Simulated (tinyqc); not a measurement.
LCCD on RHF in the sto-3g basis, for H2O, spin multiplicity 1, step by step. One step of it, computed by the program tinyqc.

Question. LCCD: starting amplitudes. t_ij^ab = <ij||ab> / (e_i + e_j - e_a - e_b), whose energy is MP2.

orbital energies (hartree): [-20.278383, -1.191139, -0.512073, -0.431604, -0.390901, 0.417646, 0.519872]

Two-electron integrals over orbitals (pq|rs), unique and non-zero (hartree):
```
(11|11) 4.747586    (21|11) -0.434498   (21|21) 0.062765    (22|11) 1.029929
(22|21) -0.016120   (22|22) 0.727519    (31|11) 0.031220    (31|21) -0.004100
(31|22) 0.002638    (31|31) 0.011131    (32|11) -0.024935   (32|21) 0.001660
(32|22) 0.000632    (32|31) 0.016743    (32|32) 0.125164    (33|11) 0.757504
(33|21) -0.005111   (33|22) 0.607931    (33|31) -0.000534   (33|32) 0.002469
(33|33) 0.583165    (41|11) 0.153761    (41|21) -0.020811   (41|22) 0.010915
(41|31) 0.002140    (41|32) 0.000276    (41|33) 0.004994    (41|41) 0.022103
(42|11) -0.149365   (42|21) 0.007437    (42|22) -0.033966   (42|31) 0.000174
(42|32) 0.004414    (42|33) 0.000134    (42|41) 0.017858    (42|42) 0.128243
(43|11) 0.031130    (43|21) -0.000999   (43|22) 0.013881    (43|31) -0.002403
(43|32) 0.026071    (43|33) 0.013488    (43|41) -0.001702   (43|42) -0.016978
(43|43) 0.059785    (44|11) 0.894654    (44|21) -0.010196   (44|22) 0.646790
(44|31) -0.000154   (44|32) -0.019659   (44|33) 0.552361    (44|41) -0.007278
(44|42) -0.081097   (44|43) 0.005360    (44|44) 0.663087    (51|51) 0.025936
(52|51) 0.033562    (52|52) 0.153120    (53|51) -0.002268   (53|52) -0.008390
(53|53) 0.026571    (54|51) -0.011034   (54|52) -0.041771   (54|53) 0.003931
(54|54) 0.044274    (55|11) 1.115365    (55|21) -0.012336   (55|22) 0.759189
(55|31) 0.000881    (55|32) -0.013143   (55|33) 0.596056    (55|41) 0.004351
(55|42) -0.081573   (55|43) 0.017914    (55|44) 0.667071    (55|55) 0.880159
(61|11) 0.168160    (61|21) -0.025693   (61|22) 0.002365    (61|31) 0.004012
(61|32) 0.003177    (61|33) -0.000880   (61|41) -0.004914   (61|42) -0.020495
(61|43) 0.001487    (61|44) 0.013310    (61|55) 0.004641    (61|61) 0.023249
(62|11) -0.230660   (62|21) 0.005426    (62|22) -0.116762   (62|31) 0.002009
(62|32) 0.015620    (62|33) -0.062225   (62|41) -0.017913   (62|42) -0.039923
(62|43) -0.005620   (62|44) -0.046841   (62|55) -0.123845   (62|61) 0.012495
(62|62) 0.089727    (63|11) 0.080670    (63|21) -0.001618   (63|22) 0.041012
(63|31) -0.002623   (63|32) 0.026178    (63|33) 0.030871    (63|41) 0.000751
(63|42) -0.016865   (63|43) 0.038250    (63|44) 0.014235    (63|55) 0.046178
(63|61) -0.000139   (63|62) -0.019381   (63|63) 0.072225    (64|11) -0.293724
(64|21) 0.004154    (64|22) -0.144671   (64|31) -0.001989   (64|32) -0.014283
(64|33) -0.057564   (64|41) -0.000219   (64|42) 0.058457    (64|43) -0.024918
(64|44) -0.126627   (64|55) -0.165677   (64|61) -0.003306   (64|62) 0.051819
(64|63) -0.045314   (64|64) 0.121943    (65|51) -0.011178   (65|52) -0.044442
(65|53) 0.006974    (65|54) -0.009271   (65|65) 0.032074    (66|11) 0.778638
(66|21) -0.007717   (66|22) 0.585297    (66|31) -0.001572   (66|32) -0.037594
(66|33) 0.535122    (66|41) 0.015312    (66|42) 0.040229    (66|43) -0.033977
(66|44) 0.551827    (66|55) 0.575547    (66|61) -0.008844   (66|62) -0.083428
(66|63) -0.020705   (66|64) -0.043495   (66|66) 0.600445    (71|11) 0.060149
(71|21) -0.009444   (71|22) 0.000028    (71|31) -0.013245   (71|32) -0.020846
(71|33) 0.001617    (71|41) 0.000722    (71|42) -0.003707   (71|43) 0.003467
(71|44) 0.003466    (71|55) 0.001614    (71|61) 0.002160    (71|62) -0.002228
(71|63) 0.003231    (71|64) 0.001533    (71|66) 0.002547    (71|71) 0.019264
(72|11) -0.085646   (72|21) 0.001819    (72|22) -0.043482   (72|31) -0.015111
(72|32) -0.056071   (72|33) -0.011300   (72|41) -0.003477   (72|42) -0.000328
(72|43) 0.026680    (72|44) -0.026574   (72|55) -0.045091   (72|61) -0.002281
(72|62) 0.007636    (72|63) 0.021345    (72|64) 0.020753    (72|66) -0.028362
(72|71) 0.018275    (72|72) 0.073082    (73|11) -0.362582   (73|21) 0.006665
(73|22) -0.167388   (73|31) 0.000359    (73|32) 0.030860    (73|33) -0.085044
(73|41) 0.000232    (73|42) 0.073519    (73|43) 0.002320    (73|44) -0.130719
(73|55) -0.200867   (73|61) -0.004728   (73|62) 0.056456    (73|63) -0.010606
(73|64) 0.099905    (73|66) -0.063460   (73|71) -0.002364   (73|72) 0.027020
(73|73) 0.164277    (74|11) -0.033821   (74|21) 0.000414    (74|22) -0.013106
(74|31) 0.007303    (74|32) 0.065674    (74|33) -0.002235   (74|41) -0.001272
(74|42) -0.001929   (74|43) 0.015417    (74|44) -0.023755   (74|55) -0.018208
(74|61) 0.002911    (74|62) 0.014537    (74|63) 0.046080    (74|64) -0.009431
(74|66) -0.039849   (74|71) -0.009313   (74|72) -0.012579   (74|73) 0.033328
(74|74) 0.065020    (75|51) -0.003968   (75|52) -0.015902   (75|53) -0.022497
(75|54) 0.001044    (75|65) 0.002497    (75|75) 0.025799    (76|11) -0.005778
(76|21) 0.000224    (76|22) 0.003271    (76|31) 0.006022    (76|32) 0.066764
(76|33) 0.003983    (76|41) 0.003085    (76|42) 0.010457    (76|43) 0.054531
(76|44) -0.018869   (76|55) -0.003367   (76|61) -0.001178   (76|62) -0.008510
(76|63) 0.046286    (76|64) -0.023294   (76|66) -0.040683   (76|71) -0.007869
(76|72) 0.001160    (76|73) 0.032023    (76|74) 0.044656    (76|76) 0.081845
(77|11) 0.818874    (77|21) -0.008502   (77|22) 0.603014    (77|31) 0.005111
(77|32) 0.044298    (77|33) 0.576239    (77|41) 0.004212    (77|42) -0.017043
(77|43) 0.038549    (77|44) 0.551634    (77|55) 0.598650    (77|61) 0.003320
(77|62) -0.055137   (77|63) 0.055315    (77|64) -0.070873   (77|66) 0.514139
(77|71) -0.004620   (77|72) -0.019448   (77|73) -0.072379   (77|74) 0.028882
(77|76) 0.043403    (77|77) 0.613194
```

Give: Starting amplitudes; correlation energy.

Answer.

Starting amplitudes (spin orbitals 1a, 1b, ...; amplitudes related by a flip of all spins are not repeated; the 24 largest):
```
from      to        t
3a 3b  7a 7b  -0.0796
4a 4b  6a 6b  -0.0718
3a 4b  6b 7a   0.0531
3a 3b  6a 6b  -0.0388
4a 4b  7a 7b  -0.0342
3a 4a  6a 7a   0.0286
2a 2b  6a 6b  -0.0279
3a 4b  6a 6b   0.0255
3a 4b  6a 7b  -0.0245
2a 3b  6a 7b  -0.0214
2a 2b  7a 7b  -0.0214
2a 4b  6a 6b  -0.0211
5a 5b  6a 6b  -0.0198
3a 4b  7a 7b  -0.0168
5a 5b  7a 7b  -0.0142
2a 3a  6a 7a  -0.0133
2a 3b  7a 7b  -0.0099
2a 4b  6b 7a   0.0081
2a 3b  6b 7a   0.0081
2a 3b  6a 6b   0.0076
2a 4b  6a 7b  -0.0057
3a 3b  6a 7b   0.0054
4a 4b  6a 7b   0.0052
2a 4b  7a 7b   0.0047
```

correlation energy = -0.058998 hartree
